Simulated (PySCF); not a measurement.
dichloromethane (CH₂Cl₂), SMILES ClCCl.

Geometry optimised at PBE0-D3(BJ)/def2-TZVP.

The numbers are results of TDDFT-LC-ωPBE/def2-SVPD (PySCF), not measurements.

Vertical excitations.  State labels are in the subgroup C2v.

Computed excitation energies, oscillator strengths and character:
| state | symmetry | energy (eV) | λ (nm) | f | main pairs |
|---|---|---|---|---|---|
| S1 | B2 | 7.34 | 169 | 0.000 | HOMO→LUMO 72 % |
| S2 | B1 | 7.60 | 163 | 0.013 | HOMO−1→LUMO 68 % |
| S3 | A2 | 7.76 | 160 | 0.000 | HOMO−3→LUMO 48 %, HOMO→LUMO+1 23 %, HOMO→LUMO+5 10 % |
| S4 | A1 | 7.97 | 156 | 0.004 | HOMO−2→LUMO 54 %, HOMO−1→LUMO+1 20 %, HOMO−1→LUMO+5 9 % |
| S5 | A2 | 8.99 | 138 | 0.000 | HOMO→LUMO+1 42 %, HOMO−3→LUMO 30 %, HOMO→LUMO+6 12 %, HOMO−3→LUMO+4 7 % |
| S6 | B2 | 9.01 | 138 | 0.049 | HOMO→LUMO+2 71 % |
| S7 | A1 | 9.10 | 136 | 0.004 | HOMO−1→LUMO+1 46 %, HOMO−2→LUMO 28 %, HOMO−1→LUMO+6 10 % |
| S8 | B1 | 9.27 | 134 | 0.027 | HOMO−1→LUMO+2 61 %, HOMO−2→LUMO+1 18 % |
| S9 | B2 | 9.63 | 129 | 0.004 | HOMO−3→LUMO+1 50 %, HOMO−3→LUMO+5 18 %, HOMO→LUMO+2 9 %, HOMO−3→LUMO+6 8 % |
| S10 | A2 | 9.73 | 127 | 0.000 | HOMO−3→LUMO+2 64 %, HOMO→LUMO+5 25 % |
| T1 | B2 | 6.61 | 188 | 0 | HOMO→LUMO 65 % |
| T2 | B1 | 6.71 | 185 | 0 | HOMO−1→LUMO 64 % |
| T3 | A2 | 6.91 | 180 | 0 | HOMO−3→LUMO 44 %, HOMO→LUMO+1 22 %, HOMO→LUMO+5 13 % |
| T4 | A1 | 7.08 | 175 | 0 | HOMO−2→LUMO 51 %, HOMO−1→LUMO+1 16 %, HOMO−1→LUMO+5 10 % |
Triplets are in the Tamm–Dancoff approximation, which puts them higher than full response would, so one can lie above its singlet here.
